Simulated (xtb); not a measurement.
A geometry relaxed with GFN2-xTB run with xtb 6.7.1, charge 0, multiplicity 2:

```xyz
5

H     -0.4650    -0.8569    -0.5970
C     -0.1471    -0.0032    -0.0040
S      1.6441     0.0354     0.0443
H     -0.5249    -0.0935     1.0113
H     -0.5071     0.9182    -0.4547
```

Task: Write the SMILES of this molecule.

Result: `C[S]`
